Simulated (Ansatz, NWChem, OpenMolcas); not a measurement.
**Worked example: C3H6 + BH(OH) → C3H5 + BH2(OH)**

Species: C3H6 (cyclopropane) `C1CC1`, singlet; BH(OH), doublet; C3H5 (cyclopropyl) `[CH]1CC1`, doublet; BH2(OH), singlet. A radical takes H: the energy is the difference in strength between the C–H bond broken and the B–H bond made.

Shapes, held fixed at every level: PBE0-D4/def2-TZVP. Flexible molecules stand in one conformer, not always the lowest. Programs: Ansatz 0.2.0, NWChem 7.3.0, OpenMolcas 26.06. A level may come from different programs for different species; with the same settings they agree closely. The zero-point and thermal change to 298 K, harmonic and unscaled (PBE0-D4/def2-TZVP), is -7.9 kJ/mol.

At CCSD(T)/CBS estimate; 1 Eh = 2625.50 kJ/mol:

```
species  energy (Eh)
   C3H6  -117.733679
 BH(OH)  -101.128256
   C3H5  -117.047670
BH2(OH)  -101.804136
```

Q: Work out ΔH(298 K) of the reaction at this level.

A: 
1. Products less reactants: (-117.047670) + (-101.804136) − [(-117.733679) + (-101.128256)] = 0.010129 Eh = +26.6 kJ/mol.
2. With the thermal change: +26.6 + (-7.9) = +18.7 kJ/mol.

Other levels give +4.5 (HF/def2-SVP) to +17.6 kJ/mol (CCSD/def2-TZVPP). No measured value is set beside it here. Open shells run unrestricted. The CBS estimate extrapolates MP2 from def2-TZVPP and def2-QZVPP and adds CCSD(T) − MP2 in the triple-zeta set, cores frozen.
